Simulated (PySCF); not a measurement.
**[NO2]− (nitrite): levels of theory compared**

Wanted: a comparison of 6 runs (B2PLYP/STO-3G, PBE/STO-3G, UPBE0/STO-3G, r2SCAN/STO-3G, wB97X-V/STO-3G, QCISD(T)/STO-3G) of [NO2]− (nitrite). The job is set up through a Python script.

Program for the calculation: PySCF 2.14.0.

8 further runs of the same task are left out: 5 that didn't finish, 3 set aside as unsound or not needed.

### 1 The molecule

The species is [NO2]− (3 atoms), meant as a singlet with charge -1. As SMILES, `O=N[O-]`. The N2–O3 distance was set to 1.908 Å, away from the relaxed value.

Bond lengths: O1–N2 1.272 Å. A long bond or contact: N2–O3 1.908 Å.

### 2 A single-point energy at B2PLYP/STO-3G (run 1)

The input, geometry.xyz:

```xyz
3

O      0.828659     1.274139     0.597068
N      0.826579     0.010159     0.455818
O     -0.662520    -0.766520    -0.449410
```

The input, calc.py:

```python
from pyscf import gto, dft, mp

mol = gto.M(
    atom='geometry.xyz',
    max_memory=1860,
    basis='sto-3g',
    verbose=3,
    charge=-1,
)

mf = dft.RKS(mol)
mf.xc = '0.53*HF + 0.47*B88, 0.73*LYP'
mf.conv_tol = 1e-10
mf.grids.level = 5
mf.kernel()
if not mf.converged:
    mf = mf.newton().run(mf.mo_coeff, mf.mo_occ)

pt = mp.MP2(mf, frozen=3).run()
etot = mf.e_tot + 0.27 * pt.e_corr
print('PT2 part  %.8f' % (0.27 * pt.e_corr))
print('Final energy', etot)
```

The run is started by

```
$ OMP_NUM_THREADS=1 python calc.py
```

The program printed:

```text
converged SCF energy = -201.691867070884
E(RMP2) = -201.940510854701  E_corr = -0.248643783816364
E(SCS-RMP2) = -201.946403762773  E_corr = -0.254536691888887
PT2 part  -0.06713382
Final energy -201.75900089251465
```

Wall time 3.3 s (1 thread of Arm Neoverse V1, shared host); peak memory 0.18 GiB.

### 3 A single-point energy at PBE/STO-3G (run 2)

The input, input.xyz:

```xyz
3
NO2
O      0.828659     1.274139     0.597068
N      0.826579     0.010159     0.455818
O     -0.662520    -0.766520    -0.449410
```

The input, run.py:

```python
from pyscf import gto, dft

mol = gto.M(
    atom='input.xyz',
    charge=-1,
    verbose=3,
    max_memory=1860,
    basis='sto-3g',
)

calc0 = dft.RKS(mol, xc='pbe')
calc0.grids.level = 5
calc0.conv_tol = 1e-10
calc0.kernel()
if not calc0.converged:
    calc0 = calc0.newton().run(calc0.mo_coeff, calc0.mo_occ)

e_final = calc0.e_tot
print('Final energy', e_final)
```

The run is started by

```
$ OMP_NUM_THREADS=1 python run.py
```

The program printed:

```text
SCF not converged.
SCF energy = -199.482397188194
converged SCF energy = -201.882373389139
Final energy -201.88237338913856
```

It took 12 s on 1 thread of Arm Neoverse V1, shared host; peak memory 0.21 GiB.

Run 3 isn't shown in full; the table further down has it.

### 4 The energy at r2SCAN/STO-3G (run 4)

The input, input.py:

```python
from pyscf import gto, dft

system = gto.M(
    atom=[
    ('O', (0.828659, 1.274139, 0.597068)),
    ('N', (0.826579, 0.010159, 0.455818)),
    ('O', (-0.662520, -0.766520, -0.449410)),
],
    max_memory=1860,
    basis='sto-3g',
    charge=-1,
    verbose=3,
)

ks = dft.RKS(system, xc='r2scan')
ks.conv_tol = 1e-10
ks.grids.level = 5
ks.kernel()
if not ks.converged:
    ks = ks.newton().run(ks.mo_coeff, ks.mo_occ)

etot = ks.e_tot
print(f'total energy: {etot:.8f} hartree')
```

The run is started by

```
$ OMP_NUM_THREADS=1 python input.py
```

The program printed:

```text
converged SCF energy = -202.009643948364
total energy: -202.00964395 hartree
```

Wall time 4.5 s (1 thread of Arm Neoverse V1, shared host); peak memory 0.18 GiB.

Run 5 isn't shown in full; the table further down has it.

### 5 The energy at QCISD(T)/STO-3G (run 6)

The input, input.py:

```python
from pyscf import gto, scf, cc

system = gto.M(
    atom='''
O        0.828659       1.274139       0.597068
N        0.826579       0.010159       0.455818
O       -0.662520      -0.766520      -0.449410
''',
    spin=0,
    verbose=4,
    basis='sto-3g',
    charge=-1,
    max_memory=1860,
)

calc0 = scf.RHF(system)
calc0.conv_tol = 1e-10
calc0.kernel()
if not calc0.converged:
    calc0 = calc0.newton().run(calc0.mo_coeff, calc0.mo_occ)

mycc = cc.QCISD(calc0, frozen=3)
mycc.kernel()
e_t = mycc.qcisd_t()
energy = mycc.e_tot + e_t
print(f'total energy: {energy:.8f} hartree')
```

The run is started by

```
$ OMP_NUM_THREADS=1 python input.py
```

The program printed:

```text
PySCF version 2.14.0

[... 71 lines left out ...]
converged SCF energy = -201.039597177824
[... 11 lines left out ...]
Init t2, MP2 energy = -201.181488069135  E_corr(MP2) -0.141890891310914
[... 32 lines left out ...]
QCISD converged
[... 2 lines left out ...]
total energy: -201.20768370 hartree
```

Wall time 0.93 s (1 thread of Arm Neoverse V1, shared host); peak memory 0.1 GiB.

### 6 Overview of the runs

```tsv
run	level	frozen core orbitals	follow instability	energy (Eh)	HOMO energy (eV)	LUMO energy (eV)	HOMO–LUMO gap (eV)	wall time
1	B2PLYP/STO-3G	3	–	-201.759001	5.65	12.29	6.64	3.3 s
2	PBE/STO-3G	–	–	-201.882373	9.96	10.00	0.04	12 s
3	UPBE0/STO-3G	–	yes	-201.851974	7.65	10.53	2.88	8.4 s
4	r2SCAN/STO-3G	–	–	-202.009644	9.34	9.70	0.36	4.5 s
5	wB97X-V/STO-3G	–	–	-201.980544	5.33	13.00	7.67	19 s
6	QCISD(T)/STO-3G	3	–	-201.207684	3.36	16.35	12.99	0.93 s
```

### 7 Outcome

| quantity | value |
| --- | --- |
| run 6: total energy | -201.20768 Eh |
| run 6: HOMO energy (Hartree–Fock orbitals) | 3.36 eV |
| run 6: LUMO energy (Hartree–Fock orbitals) | 16.35 eV |
| run 6: HOMO–LUMO gap (to an unbound level, set by the basis) | 12.99 eV |
| run 6: correlation energy (3 core orbitals frozen) | -168.1 mEh |
| run 6: (T) correction | -24.15 mEh |
| run 6: T1 diagnostic | 0.130 |

In words: Over runs 1, 2, 3, 4, 5 the HOMO–LUMO gap runs from 0.04 eV (PBE/STO-3G) to 7.67 eV (wB97X-V/STO-3G). The empty levels of an anion lie above zero and hang on the basis. Totals of different functionals can't be ranked against each other. In runs 1, 2, 3, 4, 5, 6 the HOMO lies above zero, so the outermost electron may be held by the basis alone. In run 6 the T1 diagnostic is large, so a single reference may not serve. In runs 1, 2, 3, 4, 5, 6 the basis is minimal, so the values are rough. All runs together took 48 s, the longest 19 s.
